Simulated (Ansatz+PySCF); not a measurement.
**doublet O2(+): levels of theory in one basis**

```xyz
2

O     0.0000    0.0000   -0.5052
O     0.0000    0.0000    0.5052
```

Basis set: def2-SVP (spherical functions). Correlated methods keep 2 orbitals frozen. Correlation on ROHF uses semicanonical orbitals with singles. Charge 1, multiplicity 2.

Computed with Ansatz (development build ahead of 0.2.0); each method stands on the lowest determinant of its kind that the runs found. NEVPT2 correlates all electrons. Active spaces start from the frontier orbitals, and the lowest solution found is given.

```csv
method,E − E(ROHF) (eV),<S²> of the determinant
ROHF,0.00,0.75
UHF,-0.20,0.76
ROHF-MP2,-9.40,–
UHF-MP2,-9.27,0.76
ROHF-CCSD,-9.38,–
UHF-CCSD,-9.39,0.76
ROHF-CCSD(T),-9.65,–
UHF-CCSD(T),-9.65,0.76
"CASSCF(11,8)",-3.73,–
```

What does SC-NEVPT2(11,8) give on the same scale?

-8.83 eV. NEVPT2 here correlates all electrons, so it doesn't share the others' frozen core.

Is a single determinant a sound starting point here?

By this sign, yes. Unrestricted orbitals gain 0.20 eV and <S²> is 0.76 against 0.75 for a pure state. The CASSCF(11,8) natural occupations are 2.00, 1.99, 1.98, 1.98, 1.93, 1.02, 0.07, 0.02.

Caution for ROHF-MP2, UHF-MP2: MP2 on this radical cation hangs on the determinant chosen.
